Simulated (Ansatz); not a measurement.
Two isomers of C2H7NS2: A = `CNC(S)S`, B = `CNCSS`.

Calculated with Ansatz (gas phase, PBE0-D4/def2-TZVP geometries, no zero-point term in ΔE). CCSD(T)/CBS is the MP2 limit (def2-TZVPP, def2-QZVPP) plus CCSD(T) − MP2 in def2-TZVPP, frozen cores. DFT in def2-TZVPP. B3LYP here is the variant with VWN-RPA as its local correlation; programs differ in this. Each species was taken in one conformer, which may not be the lowest.

(1) Which is lower in electronic energy at CCSD(T)/CBS, and by how much? (Estimate.)

(2) Give E(B) − E(A) in kcal/mol with B3LYP-D4, PBE0-D4, MP2/def2-TZVPP, CCSD(T)/def2-TZVPP, HF/def2-TZVPP, CCSD/def2-TZVPP, r2SCAN-D4. (Best estimate.)

Largest T1 diagnostic: 0.012.

Answers

(1) The calculation gave: B, by 7.6 kcal/mol.

(2) Computed: B3LYP-D4 -9.3, PBE0-D4 -9.2, MP2/def2-TZVPP -6.4, CCSD(T)/def2-TZVPP -6.7, HF/def2-TZVPP -9.1, CCSD/def2-TZVPP -6.9, r2SCAN-D4 -9.4. None reverses the order clearly.

In def2-TZVPP, CCSD(T) changes the Hartree–Fock value by +2.4 kcal/mol (the triples alone add +0.2 kcal/mol) and MP2 by +2.7 kcal/mol.
